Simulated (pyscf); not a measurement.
A first-order saddle from PySCF, ωB97X-D3(BJ)/def2-SVP:

```xyz
9

Cl     1.3705    -0.4324     1.0720
Si    -1.3453    -0.3744     0.1198
Cl    -1.0223    -2.2286    -0.6365
Cl    -3.1902     0.2198    -0.6205
H     -1.4159    -0.1613     1.5624
N     -0.2383     0.7794    -0.7825
H      0.7129     0.5030    -0.1556
H     -0.1344     0.5307    -1.7698
H     -0.5084     1.7639    -0.7133
```
Charge 0, spin multiplicity 1.

Surface: singlet, charge 0. Lowest wavenumbers (cm⁻¹): 332i, 92, 145, 187, 207.

Task: What reaction is this the transition state of?

Result: `[Cl][SiH]([Cl])[Cl]` + `[NH3]` ⇌ `[ClH]` + `[NH2][SiH]([Cl])[Cl]`, a four-centre exchange read from left to right: Cl–Si, H–N broken and Cl–H, N–Si formed. At ωB97M-D3(BJ)/def2-TZVP it lies +0.57 eV from the left side and +0.28 eV from the right (each side as separated species at their lowest minima found). On the reactant side the descent ends in an adduct with a N–Si contact (not fully relaxed), 0.26 eV under the separated species and 0.84 eV under the saddle at ωB97X-D3(BJ)/def2-TZVP. On the product side the descent ends in a complex, 0.24 eV under the separated species and 0.46 eV under the saddle at ωB97X-D3(BJ)/def2-TZVP. What is counted as formed (N–Si) is already present as a longer contact in the reactant adduct; forming that adduct is a step of its own. This is the saddle that the search found; another between the same sides may lie lower.
